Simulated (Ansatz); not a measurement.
Born–Oppenheimer molecular dynamics of CH$_{7}$BO (10 atoms, charge 0, multiplicity 1). It starts at the highest image of a converged band. Of that band: Neighbouring images differ by up to 1.4 eV, so the band resolves the path poorly. A vibrational analysis at the climbing image gives one clearly imaginary mode, 1345i cm⁻¹: a first-order saddle point.

Level of theory: Ansatz, RKS B3LYP-D4/cc-pVDZ.

| Item | Value |
| --- | --- |
| ensemble | NVE (velocity Verlet) |
| time step | 0.5 fs |
| steps asked | 200 |
| starting velocities drawn for | 100 K |
| seed | 6773 |

First frame:

```xyz
10
Properties=species:S:1:pos:R:3
B -0.006 0.221 0.096
O -0.113 0.324 1.692
H -1.051 0.302 1.938
H 1.066 -0.238 -0.205
C -1.335 -0.219 -0.641
H -1.522 -1.294 -0.463
H -2.236 0.333 -0.317
H -1.252 -0.093 -1.735
H 0.152 1.590 -0.029
H 0.033 1.355 0.960
```

What does the run give?

All steps were run.

```json
{
  "steps done": "200",
  "time covered": "100 fs",
  "mean temperature over the second half": "1537 K",
  "spread of the potential energy over the second half": "7.0 meV per atom",
  "mean potential energy of the second half above the start": "-148.6 meV per atom"
}
```

The conserved energy stayed within 0.083 meV per atom of its start (net change -0.027 meV per atom), so the integration is sound. The kinetic energy rose, since the run started high on the potential surface and went downhill. It ends in pieces (CH5BO + H2), so much of that is their flight and rotation, not heat. A run of 0.1 ps of so small a system gives no equilibrium averages. The orbitals stay closed-shell, which can raise the energy where a bond breaks towards radicals; this wasn't checked here.

What happens to the structure?

Between its relaxed ends the band would form B1–H9, O2–H10 and break H9–H10. These pairs go: B1–H9 1.38 → 9.85 Å, O2–H10 1.27 → 10.94 Å, H9–H10 1.02 → 0.77 Å. In the last frame they stand as before the step (other bonds may differ from the relaxed reactants and products). Also parted: B1–H10 1.43 → 10.50 Å. It ends as CH5BO + H2. Pairs count as bonded within 1.25 times the sum of covalent radii (0.12 Å more for H–H). Another seed would give other details.

How do temperature and energy run in time?


| time (fs) | T (K) | potential energy less start (eV) | conserved less start (meV/atom) |
| --- | --- | --- | --- |
| 0 | 100 | 0.000 | 0.00 |
| 8 | 39 | 0.063 | 0.05 |
| 16 | 131 | -0.031 | 0.05 |
| 24 | 922 | -0.849 | 0.04 |
| 32 | 1419 | -1.364 | 0.02 |
| 40 | 1630 | -1.582 | -0.02 |
| 48 | 1551 | -1.501 | -0.01 |
| 56 | 1438 | -1.383 | 0.04 |
| 64 | 1644 | -1.597 | -0.03 |
| 72 | 1449 | -1.394 | 0.05 |
| 80 | 1552 | -1.502 | 0.01 |
| 88 | 1637 | -1.590 | -0.08 |
| 96 | 1518 | -1.466 | -0.02 |

The run took 5.5 min on 1 thread of Arm Neoverse V2, with other jobs on the host, peak memory 0.15 GiB.
